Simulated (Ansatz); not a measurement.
# Low quartet and sextet states of BO by full CI

```yaml
atoms:
  - { symbol: B, position_ang: [0.0000, 0.0000, 0.0000] }
  - { symbol: O, position_ang: [0.0000, 0.0000, 1.4032] }
```

Basis 6-31G; Ansatz 0.2.0. Only valence electrons are correlated (noble-gas cores frozen), which leaves 9 electrons in 16 orbitals.

**Question.** From the orbital picture of this species, estimate the order, symmetries and energies of the lowest 3 quartet and 1 sextet states at this geometry (other spins aside; irreps A1, B1, B2, A2 in the program's axes; members of a degenerate level count singly).

**Answer.** Full CI in 6-31G gives:
```tsv
2S+1	irrep	energy above the lowest listed (eV)
4	A1	0.000
4	A1	0.776
4	A2	0.776
6	A1	6.411
```

70 s on 1 thread of Arm Neoverse V1, shared host.
